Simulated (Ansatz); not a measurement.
A calculation with Ansatz (development build ahead of 0.2.0).

```yaml
crystal:
  periodic: [false, false, false]
  atoms:
    - { symbol: C, position_ang: [-5.0e-05, 0.53182, 0.0] }
    - { symbol: O, position_ang: [1.16882, -0.24678, 0.09148] }
    - { symbol: O, position_ang: [-1.16881, -0.24682, -0.09148] }
    - { symbol: H, position_ang: [0.00849, 1.16261, 0.89515] }
    - { symbol: H, position_ang: [-0.00857, 1.16266, -0.89507] }
    - { symbol: H, position_ang: [-1.21966, -0.78379, 0.70749] }
    - { symbol: H, position_ang: [1.21998, -0.78365, -0.70752] }
basis:
  gaussian: { orbitals: cc-pVTZ }
hamiltonian:
  xc: hf
correlation:
  method: mp2
  frozen_orbitals: { C: 1, H: 0, O: 1 }
```

The input is written out in the form of the current development build from the run's settings.

Results

* Converged: yes
* Reference energy: -189.98778 hartree
* Correlation energy: -0.66144 hartree
* Total energy: -190.64923 hartree
* Spin squared of the determinant: 0.000
* Stability test: minimum among restricted orbitals
